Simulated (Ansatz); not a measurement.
```yaml
crystal:
  periodic: [false, false, false]
  atoms:
    - {symbol: F, position_ang: [0.408233, -1.137637, 1.314555]}
    - {symbol: C, position_ang: [0.672884, -0.311415, 0.282298]}
    - {symbol: F, position_ang: [1.286894, -1.039984, -0.671847]}
    - {symbol: C, position_ang: [-0.639680, 0.230668, -0.271590]}
    - {symbol: Cl, position_ang: [-0.309882, 1.248264, -1.670125]}
    - {symbol: Cl, position_ang: [-1.486870, 1.117763, 0.991552]}
    - {symbol: D, position_ang: [1.340913, 0.487393, 0.617063]}
    - {symbol: H, position_ang: [-1.272502, -0.595061, -0.591906]}
basis:
  gaussian: {orbitals: cc-pVTZ}
hamiltonian: {xc: {name: wB97}}
output: {forces: true}
```

```sh
$ ansatz run in.yaml --threads 4 --pin off --events-out ev --progress --plain --max-ram 10444MiB
```

Shortened log:

```
Error: YAML parse error: error: line 10 column 16: `D` is not an element symbol (H … Og, case-exact)
 8 |     - {symbol: Cl, position_ang: [-0.309882, 1.248264, -1.670125]}
 9 |     - {symbol: Cl, position_ang: [-1.486870, 1.117763, 0.991552]}
10 |     - {symbol: D, position_ang: [1.340913, 0.487393, 0.617063]}
11 |     - {symbol: H, position_ang: [-1.272502, -0.595061, -0.591906]}
12 | basis:
```

In this input an element symbol is wrong. The input was rejected before any iteration.
